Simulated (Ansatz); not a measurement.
Reaction (substitution at a C–C bond): `C=C(C=O)CC` + `NC(O)(O)F` → `COC(N)(O)F` + `C=C(C)C=O`

Isolated molecules relaxed with PBE0-D4/def2-TZVP in Ansatz; ΔE leaves out vibrations. CCSD(T)/CBS is the MP2 limit (def2-TZVPP, def2-QZVPP) plus CCSD(T) − MP2 in def2-TZVPP, frozen cores. Functionals use def2-TZVPP. One conformer a species, not always the lowest.

```csv
level,ΔE (kJ/mol)
PBE0-D4,45.4
r2SCAN,41.7
HF/def2-TZVPP,37.8
MP2/def2-TZVPP,50.4
CCSD(T)/def2-TZVPP,45.2
HF/CBS(def2),37.4
MP2/CBS(def2),51.5
CCSD/CBS(def2),46.2
```

Q: What does CCSD(T)/CBS give? (Estimate.)

A: Computed: +46.4 kJ/mol. The listed levels differ from it by -1.0, -4.7, -8.6, 4.0, -1.2, -9.0, 5.1, -0.2 kJ/mol.

Largest T1 diagnostic among the species: 0.014.

In def2-TZVPP, CCSD(T) changes the Hartree–Fock value by +7.4 kJ/mol (the triples alone add +0.2 kJ/mol) and MP2 by +12.6 kJ/mol.
